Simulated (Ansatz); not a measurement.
Reaction (hydrogenolysis of a C–F bond): `C=NC(=C)F` + H₂ → `C=CN=C` + H–F

Calculated with Ansatz (gas phase, PBE0-D4/def2-TZVP geometries, no zero-point term in ΔE). CCSD(T)/CBS is the MP2 limit (def2-TZVPP, def2-QZVPP) plus CCSD(T) − MP2 in def2-TZVPP, frozen cores. This one scheme is used for every species. Functionals use def2-TZVPP. One conformer a species, not always the lowest.

Question: Is it downhill or uphill in electronic energy at CCSD(T)/CBS, and by how much? (Best estimate.)

Answer: The calculation gave: Downhill: ΔE = -82.7 kJ/mol.

Question: What do these levels give: LDA (SPW92), revPBE-D4, r2SCAN-D4, B97M-V, ωB97X-V, BLYP, r2SCAN, CCSD/def2-SVP, HF/def2-QZVPP, MP2/def2-QZVPP, HF/CBS(def2), MP2/CBS(def2)? (Best estimate.)

Answer: Computed: LDA (SPW92) -53.2, revPBE-D4 -61.3, r2SCAN-D4 -58.0, B97M-V -62.2, ωB97X-V -65.4, BLYP -63.1, r2SCAN -58.3, CCSD/def2-SVP -66.9, HF/def2-QZVPP -82.1, MP2/def2-QZVPP -86.4, HF/CBS(def2) -82.2, MP2/CBS(def2) -87.9 kJ/mol.

Largest T1 diagnostic among the species: 0.013.

From r2SCAN to r2SCAN0 (25 % exact exchange), in def2-TZVPP and without D4, ΔE moves by −9.1 kJ/mol. Leaving LDA and LC-ωPBE aside and taking each functional with its dispersion term where it has one, the values, not all of them listed here, spread over 19.8 kJ/mol, from PBE-QIDH to r2SCAN-D4. LDA lies +9.3 kJ/mol from PBE without D4.
